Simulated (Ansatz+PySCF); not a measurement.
**singlet SiH2: levels of theory in one basis**

| atom | x (Å) | y (Å) | z (Å) |
| --- | --- | --- | --- |
| Si | 0.0000 | 0.0000 | -0.1234 |
| H | 0.0000 | 1.0085 | 0.8640 |
| H | 0.0000 | -1.0085 | 0.8640 |

Basis set: def2-SVP (spherical functions). Correlated methods keep 5 orbitals frozen. Charge 0, multiplicity 1.

Computed with Ansatz (development build ahead of 0.2.0); each method stands on the lowest determinant of its kind that the runs found. NEVPT2 correlates all electrons. Active spaces start from the frontier orbitals, and the lowest solution found is given.

| method | E − E(RHF) (eV) | <S²> of the determinant |
| --- | --- | --- |
| RHF | 0.00 | 0.00 |
| UHF | -0.11 | 0.41 |
| RHF-MP2 | -2.37 | – |
| UHF-MP2 | -2.25 | 0.41 |
| RHF-CCSD | -3.11 | – |
| UHF-CCSD | -3.10 | 0.41 |
| RHF-CCSD(T) | -3.16 | – |
| UHF-CCSD(T) | -3.16 | 0.41 |
| full CI (lowest root of this spin) | -3.18 | – |
| CASSCF(6,6) | -1.23 | – |

Task: What does SC-NEVPT2(6,6) give on the same scale?

Result: -2.78 eV. NEVPT2 here correlates all electrons, so it doesn't share the others' frozen core.

Task: Is a single determinant a sound starting point here?

Result: Only with care. Unrestricted orbitals gain 0.11 eV and <S²> is 0.41 against 0.00 for a pure state, so spin symmetry breaks but gains little energy; restricted orbitals can still serve. The CASSCF(6,6) natural occupations are 1.99, 1.98, 1.91, 0.08, 0.02, 0.02.

Caution for UHF, UHF-MP2, UHF-CCSD, UHF-CCSD(T): the unrestricted determinant is spin contaminated; the determinant breaks the point group. Caution for UHF-MP2: another reference gives a lower total.
